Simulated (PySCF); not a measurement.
Record of a relaxation.

Species: C₄H₅F.
Bonds: F1–C2, C2–C3 (double), C3–C4, C4–C5, C2–C5. Hydrogens: H6 on C3; H7, H8 on C4; H9, H10 on C5.

Computed by this run: PBE0-D3(BJ)/def2-SVP geometry optimisation, gas phase in PySCF 2.14.0; density fitting, grid level 1; the optimiser is geomeTRIC in internal coordinates, started from a GFN2-xTB structure with every atom displaced at random (about 0.01 Å). The frame can shift and turn from step to step; on so coarse a grid that alone can change the energy by a few meV, and forces under 0.02 eV/Å are noise.

Step 0: E = -6932.0112 eV, largest atomic force 1.794 eV/Å
```
atom  x, y, z in Å  |  force x, y, z in eV/Å
F1      2.395    0.200    0.376   -1.764   0.145  -0.295
C2      1.049    0.201    0.151    1.583  -0.183   0.199
C3      0.124    1.137   -0.094    1.454   0.543   0.181
C4     -0.931    0.119   -0.178   -1.514  -0.348  -0.093
C5      0.116   -0.966    0.097    0.371   0.644   1.498
H6      0.151    2.212   -0.186   -0.068   0.424  -0.051
H7     -1.429    0.036   -1.150   -0.110  -0.069  -0.258
H8     -1.714    0.207    0.590   -0.109  -0.091   0.110
H9      0.290   -1.662   -0.681    0.207  -1.057  -1.208
H10    -0.002   -1.505    1.054   -0.051  -0.008  -0.082
```

Step 1: E = -6932.0590 eV, largest atomic force 0.823 eV/Å
```
atom  x, y, z in Å  |  force x, y, z in eV/Å
F1      2.316    0.400   -0.406    0.424  -0.344   0.417
C2      1.054    0.257   -0.063   -0.251   0.553  -0.555
C3      0.069    1.158   -0.020   -0.277  -0.151   0.067
C4     -0.972    0.057    0.070    0.026   0.136   0.139
C5      0.206   -0.962    0.105    0.232  -0.284  -0.494
H6      0.012    2.241   -0.109   -0.002   0.045  -0.052
H7     -1.586   -0.036   -0.842    0.012  -0.032   0.051
H8     -1.636    0.057    0.945   -0.056  -0.040   0.126
H9      0.262   -1.673   -0.745   -0.138   0.114   0.209
H10     0.318   -1.522    1.044    0.028   0.003   0.093
```

Step 2: E = -6932.1091 eV, largest atomic force 0.764 eV/Å
```
atom  x, y, z in Å  |  force x, y, z in eV/Å
F1      2.363    0.325   -0.315   -0.179   0.312   0.225
C2      1.063    0.283   -0.089   -0.372  -0.628  -0.226
C3      0.052    1.160   -0.053    0.233   0.365   0.014
C4     -0.979    0.059    0.077    0.161   0.016  -0.201
C5      0.213   -0.942    0.072    0.162  -0.144   0.097
H6     -0.021    2.244   -0.136   -0.015   0.041   0.001
H7     -1.621   -0.048   -0.812   -0.066   0.005   0.035
H8     -1.614    0.049    0.979    0.087   0.027   0.020
H9      0.255   -1.662   -0.764   -0.100   0.049   0.031
H10     0.333   -1.490    1.020    0.090  -0.042   0.005
```

Step 3: E = -6932.1383 eV, largest atomic force 0.338 eV/Å
```
atom  x, y, z in Å  |  force x, y, z in eV/Å
F1      2.354    0.361   -0.248   -0.003   0.059   0.050
C2      1.047    0.272   -0.099    0.015  -0.007  -0.143
C3      0.052    1.168   -0.078    0.164  -0.154   0.101
C4     -0.969    0.059    0.073   -0.214  -0.006  -0.242
C5      0.212   -0.959    0.057    0.050   0.159   0.294
H6     -0.015    2.255   -0.154    0.001  -0.066   0.017
H7     -1.637   -0.050   -0.797   -0.090  -0.025   0.030
H8     -1.579    0.056    0.992    0.071   0.022   0.004
H9      0.231   -1.681   -0.773   -0.033   0.035  -0.065
H10     0.347   -1.502    1.007    0.040  -0.017  -0.045
```

Step 4: E = -6932.1446 eV, largest atomic force 0.106 eV/Å
```
atom  x, y, z in Å  |  force x, y, z in eV/Å
F1      2.356    0.380   -0.232    0.008  -0.038   0.010
C2      1.048    0.271   -0.108    0.058   0.072  -0.017
C3      0.053    1.161   -0.082   -0.047  -0.014   0.001
C4     -0.975    0.056    0.063   -0.019  -0.013  -0.073
C5      0.215   -0.957    0.058   -0.019   0.017   0.103
H6     -0.013    2.247   -0.147   -0.002   0.005  -0.003
H7     -1.656   -0.059   -0.797   -0.003  -0.018   0.028
H8     -1.571    0.058    0.989    0.028   0.011   0.024
H9      0.226   -1.680   -0.772    0.005  -0.005  -0.048
H10     0.361   -1.498    1.008   -0.008  -0.017  -0.026
```

Step 5: E = -6932.1456 eV, largest atomic force 0.046 eV/Å
```
atom  x, y, z in Å  |  force x, y, z in eV/Å
F1      2.357    0.382   -0.225    0.001  -0.006  -0.001
C2      1.048    0.275   -0.109    0.016   0.011   0.003
C3      0.049    1.161   -0.086   -0.022   0.006  -0.009
C4     -0.975    0.053    0.062    0.005  -0.009  -0.031
C5      0.217   -0.956    0.057   -0.011   0.003   0.045
H6     -0.021    2.247   -0.152   -0.003   0.004  -0.006
H7     -1.663   -0.067   -0.791   -0.005  -0.009   0.014
H8     -1.563    0.058    0.994    0.014   0.009   0.017
H9      0.228   -1.676   -0.776    0.012   0.011  -0.020
H10     0.366   -1.499    1.004   -0.008  -0.020  -0.011
```

Step 6: E = -6932.1464 eV, largest atomic force 0.040 eV/Å
```
atom  x, y, z in Å  |  force x, y, z in eV/Å
F1      2.356    0.392   -0.217   -0.002   0.013  -0.014
C2      1.047    0.281   -0.109   -0.024  -0.025   0.019
C3      0.042    1.161   -0.095    0.007   0.015  -0.005
C4     -0.975    0.049    0.065    0.018  -0.001   0.000
C5      0.222   -0.954    0.056    0.006  -0.008  -0.003
H6     -0.034    2.246   -0.165   -0.003   0.001  -0.008
H7     -1.674   -0.081   -0.777   -0.009   0.001   0.001
H8     -1.549    0.057    1.006    0.002   0.001   0.002
H9      0.236   -1.667   -0.784    0.007   0.019   0.008
H10     0.374   -1.504    0.998   -0.002  -0.015   0.001
```

Step 7: E = -6932.1466 eV, largest atomic force 0.034 eV/Å
```
atom  x, y, z in Å  |  force x, y, z in eV/Å
F1      2.354    0.401   -0.220   -0.004   0.013  -0.011
C2      1.046    0.285   -0.109   -0.022  -0.022   0.013
C3      0.036    1.161   -0.099    0.013   0.008   0.001
C4     -0.975    0.045    0.069    0.011   0.002   0.010
C5      0.226   -0.953    0.057    0.011  -0.006  -0.015
H6     -0.044    2.246   -0.174   -0.003  -0.001  -0.008
H7     -1.679   -0.090   -0.768   -0.005   0.002  -0.001
H8     -1.542    0.054    1.014   -0.004  -0.003  -0.002
H9      0.241   -1.661   -0.787    0.001   0.011   0.010
H10     0.381   -1.509    0.995    0.002  -0.004   0.003
```

**Question.** Summarise the path.

**Answer.** The energy falls by 13.06 kJ/mol from step 0 to step 7; nine tenths of that is first reached at step 3. It falls at every step. The largest force goes from 1.794 to 0.034 eV/Å. Among the bonds C3–C4 changes most (a near tie, within 0.001 Å, with another), from 1.469 to 1.516 Å; the atoms move by 0.027 Å rms after alignment.

**Question.** Follow the three bonds and two angles with the largest change from start to end.

**Answer.** 
```csv
step,E above end (kJ/mol),largest force (eV/Å),C3–C4 (Å),F1–C2 (Å),C5–H9 (Å),C3–C4–C5 (°),F1–C2–C3 (°)
0,13.06,1.794,1.469,1.365,1.058,89.4,135.4
1,8.46,0.823,1.518,1.315,1.110,87.5,130.0
2,3.62,0.764,1.514,1.321,1.104,86.9,136.7
3,0.80,0.338,1.515,1.319,1.100,88.1,133.9
4,0.20,0.106,1.516,1.318,1.100,87.5,133.3
5,0.10,0.046,1.516,1.318,1.101,87.5,133.6
6,0.02,0.040,1.516,1.318,1.102,87.5,133.8
7,0.00,0.034,1.516,1.318,1.102,87.5,133.8
```

What follows is the cost of the whole optimisation. The run took 24 s of wall time on one thread of an Arm Neoverse V1, on a shared host, and the process peaked at 0.39 GiB of memory.
